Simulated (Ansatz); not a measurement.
# Reading a saddle point

A first-order saddle point of SiNH₆Cl, singlet, PBE0-D4/def2-TZVP, with one imaginary mode of 130i cm⁻¹:

Si1  (-0.215, -0.060, -0.910)
N2  (0.023, -0.419, 0.903)
H3  (-1.267, 0.945, -1.112)
H4  (1.078, 0.013, -1.604)
H5  (-0.819, -1.380, -1.291)
H6  (0.461, 0.538, 1.166)
Cl7  (0.928, 2.143, 0.366)
H8  (0.659, -1.191, 1.082)
H9  (-0.847, -0.588, 1.399)
(Å)

Ansatz 0.2.0; basis: def2-TZVPP and def2-QZVPP; cores frozen in the correlated methods. Extrapolation: Hartree–Fock as exp(−7.88 √X), correlation as X^−2.97.

Problem. Which contacts change along the imaginary mode, and what lies on either side? (A judgement: the text doesn't fix the answer.)

Solution. Computed: The step is SiNH₅ ([NH2][SiH3]) + HCl → SiH₃Cl ([SiH3][Cl]) + NH₃, with the molecules in contact on both sides. Shortening one way: Si1–Cl7, N2–H6; lengthening the same way: Si1–N2, H6–Cl7.
```
   pair  one side (Å)  saddle (Å)  other side (Å)
Si1–Cl7          3.99        2.79            2.07
  N2–H6          1.75        1.08            1.01
 Si1–N2          1.75        1.86            3.00
 H6–Cl7          1.33        1.85            3.30
```

Problem. Which side is lower, and how far does the saddle lie above each? (An estimate is asked for; the value comes from the calculation.)

Solution. The calculation gives: The side with Si1–Cl7, N2–H6 short is lower by 38.4 kJ/mol; the saddle lies 68.7 kJ/mol above it and 30.3 kJ/mol above the other (CCSD(T) at an estimated basis limit (MP2 extrapolated from triple and quadruple zeta, plus CCSD(T) − MP2 in triple zeta); electronic energies).

The T1 diagnostic stays at or below 0.010.

Hydrogen chloride, the by-product of chloride precursors, can attack films and sites by steps of this kind.

Labels in which every atom is bracketed show which atoms are joined, not bond orders.

For scale, one of the runs: CCSD(T)/def2-TZVPP, 199 basis functions, launched by `ansatz run in.yaml --threads 2 --pin off --events-out ev --progress --plain --max-ram 4352MiB`. Hardware: 2 CPU threads of an Arm Neoverse V1, shared host. Wall time 61 s; peak host memory 2.2 GiB.
